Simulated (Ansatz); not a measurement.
A ladder of methods for BH2Cl (SMILES [H]B([H])Cl)

BH2Cl: 4 atoms, total charge 0, spin state singlet. As SMILES, `[H]B([H])Cl`. Geometry: relaxed at GFN2-xTB.

```xyz
4

B     0.0693    0.1144   -0.0004
H     1.2401    0.0707    0.0155
H    -0.5121    1.1316   -0.0190
Cl   -0.7973   -1.3167    0.0038
```

Quantity: the energy change with the B1–H3 bond stretched from 1.172 to 2.344 Å, in eV. The values are calculated.

```tsv
level	kind	program	value (eV)	less FCI/STO-3G
HF/STO-3G (restricted)	Hartree–Fock	Ansatz	7.20	+2.57
SVWN5/STO-3G (restricted)	LDA	Ansatz	5.37	+0.74
BLYP/STO-3G (restricted)	GGA	Ansatz	5.03	+0.40
BHLYP/STO-3G (restricted)	global hybrid	Ansatz	6.26	+1.63
PBE0/STO-3G (restricted)	global hybrid	Ansatz	5.78	+1.15
RPA@PBE/STO-3G (restricted)	RPA	Ansatz	5.01	+0.38
CCSD/STO-3G (restricted)	coupled cluster or CI	Ansatz	4.70	+0.07
CCSDTQ/STO-3G (restricted)	coupled cluster or CI	Ansatz	4.63	0.00
FCI/STO-3G	exact in the basis	Ansatz	4.63	0.00
```

FCI/STO-3G is exact within its basis and frozen core, so for wave-function methods in that basis the difference is their error; functionals converge differently with the basis, so for them it is only a difference. Spin-restricted single references rise too steeply as a bond breaks, Hartree–Fock most of all. The first shape isn't each level's own minimum. The values span 4.63 to 7.20 eV. All rows use very small basis sets, so even the best lies far from the true value.
